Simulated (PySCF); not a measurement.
**Energy profile**

The step: BNH₄ ([BH2][NH2]) + CH₄ → CH₅B ([BH2][CH3]) + NH₃ (still joined by a long B–N bond); bonds formed: B1–C6, N2–H5; bonds broken: H5–C6; bonds weakened to dative contacts: B1–N2 (atoms numbered as in the saddle structure below).

```
11
angstrom
B -0.2875 0.1582 -0.7085
N 1.2695 0.3509 -0.5905
H -0.5993 -0.7719 -1.4004
H -0.8833 1.1912 -0.8470
H 0.5023 -0.0501 0.4394
C -0.6996 -0.3802 0.9871
H 1.6265 1.2908 -0.6343
H 1.8575 -0.3019 -1.0813
H -1.7472 -0.4464 0.6924
H -0.6418 0.3329 1.8141
H -0.3970 -1.3737 1.3292
```

Electronic energies by CCSD(T) at an estimated basis limit (MP2 extrapolated from triple and quadruple zeta, plus CCSD(T) − MP2 in triple zeta), on PBE0-D4/def2-TZVP structures; CH₈BN, singlet; no counterpoise correction. Program: PySCF 2.14 with density fitting (its default auxiliary sets; JK sets also for MP2 and CCSD(T)). Basis: def2-TZVPP and def2-QZVPP. Cores are frozen in the correlated methods. Extrapolation: Hartree–Fock as exp(−7.88 √X), correlation as X^−2.97.

**Question.** Give the profile in kcal/mol, counted from the separated reactants. (To be estimated.)

**Answer.** The calculation gives:
```csv
point,kcal/mol
"separated: BNH₄ (linked as [BH2][NH2]; B1, N2, H3, H4, H7, H8; singlet) + CH₄ (H5, C6, H9, H10, H11; singlet)",0.00
start structure,-0.71
saddle,52.69
end structure,8.91
"separated: CH₅B (linked as [BH2][CH3]; B1, H3, H4, C6, H9, H10, H11; singlet) + NH₃ (N2, H5, H7, H8; singlet)",34.89
```

No T1 diagnostic of these runs exceeds 0.013.

For scale, one of the runs: CCSD(T)/def2-TZVPP, 205 basis functions, launched by `OMP_NUM_THREADS=4 python run.py`. The run took 3 min on 4 CPU threads of an INTEL XEON PLATINUM 8581C (shared host), with 2.5 GiB of host memory at its peak.
